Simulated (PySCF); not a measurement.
Mapped SMILES: `[CH3:1][B:2]=[S:3]`; H(Xn) means a hydrogen on atom n.

Geometry: PBE0-D3(BJ)/def2-SVP; GIAO shifts from PySCF 2.14, gas phase, non-relativistic, averaged over equivalent atoms.

At PBE0/pcSseg-1 (73 basis functions, 3.4 s wall time on 1 thread of an x86-64 server CPU, shared host):
```csv
atoms,δ (ppm)
C1,-2.9
B2,59.3
S3,-26.6
H(C1),0.83
```

Shifts are taken against calculated references (same method and geometry level): ¹³C (184.41 ppm) and ¹H (31.27 ppm) vs TMS; ¹¹B (100.73 ppm) against BF3·OEt2; ³³S (495.66 ppm) vs CS2.

What do these become at B97-2/pcSseg-2?

## Answers


```
atoms  δ at B97-2/pcSseg-2  change
   C1                 -3.7    -0.8
   B2                 57.9    -1.4
   S3                -41.5   -14.9
H(C1)                 0.82   -0.01
```

δ = σ(ref) − σ, references computed at the same level: TMS for ¹³C (σref 183.46), ¹H (σref 31.36); BF3·OEt2 for ¹¹B (σref 100.12); CS2 for ³³S (σref 507.25).

The largest change is at S3 (sulfur bonded to B). Cost: 157 basis functions, 5.2 s wall time on 1 thread of an x86-64 server CPU, shared host.

A carbon bonded to boron is broadened by the quadrupolar boron nucleus and is often missing from a measured spectrum.
